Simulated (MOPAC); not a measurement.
MOPAC input (MNDO):

```
MNDO PRECISE GNORM=0.05 LET XYZ GEO-OK AUX(PRECISION=9) THREADS=1
CH6Si

C     0.00340141 1   -0.00638779 1   -1.24205632 1
Si   -0.00173623 1    0.00326060 1    0.63399891 1
H     0.01183572 1   -1.02821844 1   -1.62563804 1
H    -0.88242631 1    0.49513333 1   -1.63592148 1
H     0.88398944 1    0.50792232 1   -1.63114986 1
H    -0.01319887 1    1.39426270 1    1.14918674 1
H    -1.20047879 1   -0.69691575 1    1.15669009 1
H     1.20417751 1   -0.67950585 1    1.16318579 1
```

From the last part of the output:

```
                                                       MOPAC v23.2.5 Linux

          FINAL HEAT OF FORMATION =        -14.03523 KCAL/MOL =     -58.72341 KJ/MOL

          COSMO AREA              =         96.48 SQUARE ANGSTROMS
          COSMO VOLUME            =         83.01 CUBIC ANGSTROMS

          GRADIENT NORM           =          0.03256          =       0.01151 PER ATOM
          IONIZATION POTENTIAL    =         11.527174 EV
          HOMO LUMO ENERGIES (EV) =        -11.527  2.543
          NO. OF FILLED LEVELS    =          7
          MOLECULAR WEIGHT        =         46.1439         POINT GROUP:  C3v

          MOLECULAR DIMENSIONS (Angstroms)

            Atom       Atom       Distance
            H     7    H     5     3.55049
            H     3    H     6     3.31483
            H     4    H     8     3.19744

          SCF CALCULATIONS        =         13

   ATOM   CHEMICAL          X               Y               Z
  NUMBER   SYMBOL      (ANGSTROMS)     (ANGSTROMS)     (ANGSTROMS)

     1       C          0.00323838  *  -0.00608791  *  -1.18393170  *
     2      Si         -0.00168747  *   0.00317016  *   0.61644791  *
     3       H          0.01179550  *  -1.03470887  *  -1.59277885  *
     4       H         -0.88830117  *   0.49858698  *  -1.60312817  *
     5       H          0.88964553  *   0.51146292  *  -1.59832716  *
     6       H         -0.01234183  *   1.30135096  *   1.08083829  *
     7       H         -1.12046682  *  -0.65041039  *   1.08784105  *
     8       H          1.12387291  *  -0.63416107  *   1.09390489  *

                             CARTESIAN COORDINATES

   1    C        0.003238382    -0.006087909    -1.183931704
   2   Si       -0.001687472     0.003170156     0.616447906
   3    H        0.011795499    -1.034708872    -1.592778855
   4    H       -0.888301175     0.498586984    -1.603128171
   5    H        0.889645525     0.511462919    -1.598327162
   6    H       -0.012341831     1.301350963     1.080838291
   7    H       -1.120466825    -0.650410391     1.087841049
   8    H        1.123872910    -0.634161071     1.093904890

           Empirical Formula: C H6 Si  =     8 atoms

      MOLECULAR POINT GROUP   :   C3v

                  EIGENVALUES
 -31.52075 -18.94287 -14.01488 -14.01481 -11.79439 -11.79438 -11.52717   2.54334
   2.54334   2.76618   3.45906   4.22286   4.22293   6.02212

              NET ATOMIC CHARGES AND DIPOLE CONTRIBUTIONS

  ATOM NO.   TYPE          CHARGE      No. of ELECS.   s-Pop       p-Pop
    1          C          -0.367414        4.3674     1.27075     3.09666
    2         Si           1.480892        2.5191     1.00270     1.51641
    3          H           0.003731        0.9963     0.99627
    4          H           0.003732        0.9963     0.99627
    5          H           0.003730        0.9963     0.99627
    6          H          -0.374891        1.3749     1.37489
    7          H          -0.374891        1.3749     1.37489
    8          H          -0.374890        1.3749     1.37489
 DIPOLE           X         Y         Z       TOTAL
 POINT-CHG.    -0.001     0.003     0.513     0.513
 HYBRID         0.002    -0.003    -0.651     0.651
 SUM            0.000    -0.001    -0.137     0.137

          ATOMIC ORBITAL ELECTRON POPULATIONS

     Atom    s        px        py        pz
    1  C   1.27075   0.94445   0.94445   1.20776
    2 Si   1.00270   0.48915   0.48915   0.53810
    3  H   0.99627
    4  H   0.99627
    5  H   0.99627
    6  H   1.37489
    7  H   1.37489
    8  H   1.37489

 **********************
 *                    *
 * JOB ENDED NORMALLY *
 *                    *
 **********************

 == MOPAC DONE ==
```

The geometry given is a B3LYP-D3(BJ)/def2-TZVP minimum.
